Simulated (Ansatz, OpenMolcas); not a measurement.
# A ladder of methods for AlSiNH8 (SMILES [AlH3-][NH2+][SiH3])

AlSiNH8: 11 atoms, total charge 0, spin state singlet. As SMILES, `[AlH3-][NH2+][SiH3]`. The coordinates come from a PBE0-D4/def2-TZVP relaxation.

Quantity: the HOMO–LUMO gap, in eV. The values are calculated.

| level | kind | program | value (eV) | CPU time |
| --- | --- | --- | --- | --- |
| BLYP/def2-SVP | GGA | OpenMolcas | 4.96 | 41 s |
| M06-L/def2-SVP | meta-GGA | OpenMolcas | 5.94 | 48 s |
| TPSS/def2-SVP | meta-GGA | OpenMolcas | 5.48 | 51 s |
| r2SCAN/def2-SVP | meta-GGA | Ansatz | 5.66 | 13 s |
| r2SCAN0/def2-SVP | hybrid meta-GGA | Ansatz | 7.52 | 12 s |
| wB97M-V/def2-SVP | range-separated hybrid | Ansatz | 11.02 | 71 s |
| wB97X/def2-SVP | range-separated hybrid | Ansatz | 11.57 | 34 s |
| B2PLYP/def2-SVP | double hybrid | OpenMolcas | 9.42 | 22 s |

The values span 4.96 to 11.57 eV. Orbital gaps aren't excitation energies, and those of double hybrids come from the SCF part alone; they tend to grow with the share of exact exchange. CPU times are rough (shared hosts, several kinds of processor and program).
